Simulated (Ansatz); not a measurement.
# Property card for Ti3O4

These are results of Ansatz, DFT PBEsol, scalar-relativistic, plane waves, PAW, not measurements.

Cutoff 420 eV; k points 12×12×12 on the computed 7-atom cell (Γ-centred); Gaussian smearing, width 0.10 eV; no spin polarisation.

The structure is relaxed at this level of theory with its symmetry kept. Whether it is the stable form of this composition wasn't checked.

```
CELL_PARAMETERS angstrom
-2.05004 2.05004 4.04887
2.05004 -2.05004 4.04887
2.05004 2.05004 -4.04887
ATOMIC_POSITIONS crystal
Ti 0.25000 0.75000 0.50000
Ti 0.50000 0.50000 0.00000
Ti 0.75000 0.25000 0.50000
O 0.00000 0.50000 0.50000
O 0.24269 0.24269 0.00000
O 0.50000 0.00000 0.50000
O 0.75731 0.75731 0.00000
```

```json
{
  "Space group": "I4/mmm (No. 139)",
  "Volume per atom": "9.72 Å³",
  "Formation energy from the elements' standard states (uncorrected)": "-2.917 eV/atom",
  "Kohn–Sham band gap": "none (metal)",
  "Density of states at the Fermi level": "2.16 states/eV per cell",
  "Löwdin character within 0.5 eV of the Fermi level": "Ti 3d 86 %, O 2p 12 %",
  "Bulk modulus": "235 GPa",
  "Its pressure derivative": "4.3",
  "Bader charges (e)": "Ti (2 in the cell) 1.77, Ti (1 in the cell) 1.73, O (2 in the cell) -1.28, O (2 in the cell) -1.36"
}
```

Spin polarisation was left out, and a magnetic state may lie lower.

A ferromagnetic start lost its moments in a first run, so spin was left out; other magnetic orders weren't tried.